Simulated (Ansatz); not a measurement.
**How methods differ on PNH4 (SMILES N=[PH3])**

PNH4 has 6 atoms, charge 0, and is taken as a singlet. SMILES: `N=[PH3]`. The shape is that of a GFN2-xTB optimisation.

```xyz
6

N     0.6145   -0.7126    0.8681
P    -0.1568    0.2251   -0.0815
H     1.0353   -1.5193    0.4338
H    -1.2997   -0.1796   -0.7813
H     0.4653    0.9308   -1.1183
H    -0.6585    1.2556    0.6793
```

Quantity: the energy change with the N1–P2 bond stretched from 1.541 to 1.927 Å, in eV. The values are calculated.

```csv
level,kind,program,value (eV),less FCI/STO-3G,CPU time (all runs)
HF/STO-3G (restricted),Hartree–Fock,Ansatz,-0.02,-0.21,0.28 s
BLYP/STO-3G (restricted),GGA,Ansatz,0.38,+0.19,2.5 s
BHLYP/STO-3G (restricted),global hybrid,Ansatz,0.35,+0.16,2.1 s
CAM-B3LYP/STO-3G (restricted),range-separated hybrid,Ansatz,0.47,+0.28,2.6 s
MP2/STO-3G (restricted),perturbation theory,Ansatz,0.33,+0.14,0.32 s
BCCD(T)/STO-3G (restricted),coupled cluster or CI,Ansatz,0.19,0.00,0.54 s
CCSDTQ/STO-3G (restricted),coupled cluster or CI,Ansatz,0.19,0.00,12 s
FCI/STO-3G,exact in the basis,Ansatz,0.19,0.00,6.5 s
```

FCI/STO-3G is exact within its basis and frozen core, so for wave-function methods in that basis the difference is their error; functionals converge differently with the basis, so for them it is only a difference. The first shape isn't each level's own minimum. The values span -0.02 to 0.47 eV. All rows use very small basis sets, so even the best lies far from the true value. CPU times are rough (shared hosts, several kinds of processor): they show what a rung costs within a factor of a few.
